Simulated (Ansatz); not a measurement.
# NaCl (singlet): the correlation ladder, 6-31G*

How much of the correlation energy of NaCl (singlet) does each wave-function method recover here?

Computed with Ansatz 0.2.0, Gaussian basis. Level: 6-31G*, core rule «outside noble gas», up to 10 orbitals frozen.

To be run: UHF; CCSD(T) on RHF; BCCD(T) on RHF; CISD; CCSDT(Q) on RHF; CISDTQ; CCSDTQ on RHF; Full CI.

19 further runs of the same task are left out: 10 for a known fault of the program, 9 set aside as unsound or not needed.

**1. The system**

The geometry is an MP2(full)/6-31G* stationary point (not a proven minimum).

2 atoms, charge 0, spin multiplicity 1.

Atoms are counted from 1 here; the program's logs count them from 0.

Bond lengths: Na1–Cl2 2.391 Å.

**2. UHF**

in.yaml reads:

```yaml
crystal:
  periodic: [false, false, false]
  atoms:
    - {symbol: Na, position_ang: [0.000000, 0.000000, 0.000000]}
    - {symbol: Cl, position_ang: [0.000000, 0.000000, 2.390970]}
basis:
  gaussian: {orbitals: "6-31G*"}
magnetization: {spin_polarized: true, initial_magnetization: 0}
hamiltonian: {xc: hf}
output: {orbitals: {seedname: orbitals}}
```

Launch:

```bash
ansatz run in.yaml --threads 1 --pin off --events-out ev --progress --plain --max-ram 4096MiB --backend cpu
```

After this run come: CCSD(T) on RHF; BCCD(T) on RHF; CISD; CCSDT(Q) on RHF; CISDTQ; CCSDTQ on RHF; Full CI.

Before running them: what should the planned runs give, taken together? Wanted: FCI below the RHF energy; RMP2 from FCI; RCCSD from FCI; RCCSD(T) from FCI; RCCSDT(Q) from FCI; T1 diagnostic; effectively unpaired electrons.

**Answer**, as computed:

| quantity | value |
| --- | --- |
| FCI below the RHF energy | -4.0923 eV |
| RMP2 from FCI | +9.81 kcal/mol |
| RCCSD from FCI | +2.01 kcal/mol |
| RCCSD(T) from FCI | +0.26 kcal/mol |
| RCCSDT(Q) from FCI | 0.00 kcal/mol |
| levels within 1 kcal/mol (43 meV) | RCCSD(T), BCCD(T), RCCSDT, CISDTQ, RCCSDT(Q), RCCSDTQ |
| T1 diagnostic | 0.011 |
| effectively unpaired electrons | 0.02 |

RCCSD(T) lands +0.26 kcal/mol from the yardstick (0.3 % of the correlation energy). One determinant dominates. These misses are within one basis, not against nature.
